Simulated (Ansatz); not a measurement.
Total energies of AlH3S2 (`[SH][AlH][SH]`).

```json
{"atom": "S1", "x (Å)": "-2.074", "y (Å)": "0.363", "z (Å)": "-0.137"}
{"atom": "Al2", "x (Å)": "0.046", "y (Å)": "-0.125", "z (Å)": "-0.022"}
{"atom": "S3", "x (Å)": "1.383", "y (Å)": "1.522", "z (Å)": "0.470"}
{"atom": "H4", "x (Å)": "-2.404", "y (Å)": "-0.904", "z (Å)": "-0.443"}
{"atom": "H5", "x (Å)": "0.581", "y (Å)": "-1.585", "z (Å)": "-0.280"}
{"atom": "H6", "x (Å)": "2.468", "y (Å)": "0.730", "z (Å)": "0.413"}
```

The species carries charge 0 and has multiplicity 1. The structure was optimised at the PBE0-D4/def2-TZVP level. It is one conformer, not always the lowest. Basis def2-TZVPP, Ansatz 0.2.0.

RPA on PBE orbitals: Hartree–Fock energy of these orbitals -1038.81277 Eh, correlation -0.76816 Eh (frozen core).

```
 functional  energy without D4 (Eh)  D4 term (kJ/mol)
LDA (SPW92)             -1036.91656                 –
        PBE             -1040.25094             -12.8
     B97M-V             -1040.47980                 –
       PBE0             -1040.34211             -11.0
    r2SCAN0             -1040.64221              -3.6
      BHLYP             -1040.73378             -18.9
  CAM-B3LYP             -1040.76001             -11.5
    LC-ωPBE             -1040.42428                 –
    ωB97X-V             -1040.57461                 –
   PBE-QIDH             -1040.08374                 –
```

Give the same for revPBE, BLYP, r2SCAN, B3LYP, r2SCANh, HSE06 (plane-wave form), ωB97M-V, B2PLYP. (An estimate is asked.)

Computed: 
| functional | energy without D4 (Eh) | D4 term (kJ/mol) |
| --- | --- | --- |
| revPBE | -1040.53735 | -31.8 |
| BLYP | -1040.72988 | -27.2 |
| r2SCAN | -1040.65524 | -2.9 |
| B3LYP | -1040.79685 | -21.0 |
| r2SCANh | -1040.64974 | -3.2 |
| HSE06 (plane-wave form) | -1040.32109 | -10.4 |
| ωB97M-V | -1040.67024 | – |
| B2PLYP | -1040.36392 | – |

B3LYP takes the VWN-RPA correlation (the form of Gaussian; ORCA's B3LYP/G). HSE06 is the plane-wave form, built on full-range PBE exchange. The double hybrids freeze the cores in their second-order part.

LC-ωPBE has ω = 0.4 bohr⁻¹.
